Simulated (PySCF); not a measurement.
C₂H, SMILES [C]#C, multiplicity 2.

The structure is a stationary point at B3LYP-D3(BJ)/def2-TZVPD. The isomer is the one that the SMILES or the coordinates give; other isomers of the formula were not compared.

Method: PySCF with CAM-B3LYP/def2-TZVPD.

Gas-phase values at a fixed geometry.

```yaml
total_energy: -76.59072 hartree
point_group: C∞v
"α spin, highest occupied and lowest empty level": -10.43 and 1.22 eV
"β spin, highest occupied and lowest empty level": -10.04 and -3.91 eV
dipole_moment: 0.78 D
mean_static_polarisability: 24.0 bohr³ (3.55 Å³)
polarisability_principal_values: 22.4, 22.4, 27.0 bohr³
"⟨S²⟩": 0.776 (pure state 0.75)
```
